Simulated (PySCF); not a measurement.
C5H7F.
SMILES with atom numbers: `[CH2:1]=[CH:2]/[CH:3]=[C:4](\[CH3:5])[F:6]`

Structure used (PBE0-D3(BJ)/def2-SVP), in Å, numbered top down from 1:
```xyz
13
C5H7F angstrom
C      2.236   -0.153   -1.145
C      0.969   -0.217   -0.708
C      0.479    0.472    0.469
C     -0.778    0.434    0.937
C     -1.967   -0.283    0.416
F     -1.063    1.135    2.043
H      2.989    0.445   -0.623
H      2.557   -0.695   -2.037
H      0.255   -0.830   -1.268
H      1.188    1.084    1.035
H     -1.728   -0.891   -0.464
H     -2.382   -0.939    1.198
H     -2.755    0.438    0.146
```

The computed photoelectron lines, unassigned: C 1s: 289.78 (area 1), 290.40 (area 1), 290.74 (area 1), 291.30 (area 1), 292.44 (area 1) eV; F 1s: 692.73 eV.

Computed, not measured: delta-SCF UKS SCAN, pcX-2 on the ionised atom, pcseg-1 elsewhere, spin-free X2C (PySCF). The structure is a single PBE0-D3(BJ)/def2-SVP conformer in the gas phase; no vibrational or solvent corrections.

Q: Which carbon gives which C 1s line?

A: 289.78 eV: C1 (terminal =CH2 carbon); 290.40 eV: C3 (alkene CH carbon); 290.74 eV: C2 (alkene CH carbon); 291.30 eV: C5 (allylic carbon); 292.44 eV: C4 (vinylic C–F carbon). The listed C 1s values span 2.66 eV, from C1 (bonded to C (double bond) and 2 H) to C4 (bonded to F, C (double bond) and C). The widest gap between neighbouring values is 1.14 eV, between 291.30 and 292.44 eV. Summing the Pauling electronegativity differences to the bonded atoms, each weighted by its formal bond order, gives -0.70 for the lowest site and +1.43 for the highest; no listed site has a larger sum than the highest. The smallest sum, -1.05, belongs to C5, 1.52 eV above the lowest.

Bonded neighbours of each site: C1: C (double bond) and 2 H; C2: C (double bond), C and H; C3: C (double bond), C and H; C4: F, C (double bond) and C; C5: C and 3 H; F6: C.

Q: Express the binding energy of C 1s of C1 in atomic units and per mole.

A: 289.78 eV = 10.6492 Eh = 27960 kJ/mol.

The unrestricted hole states depart most from a pure doublet (⟨S²⟩ = 0.75; over 0.85 named) for C 1s of C2 (0.89) and C 1s of C4 (0.86), which makes these values less certain.
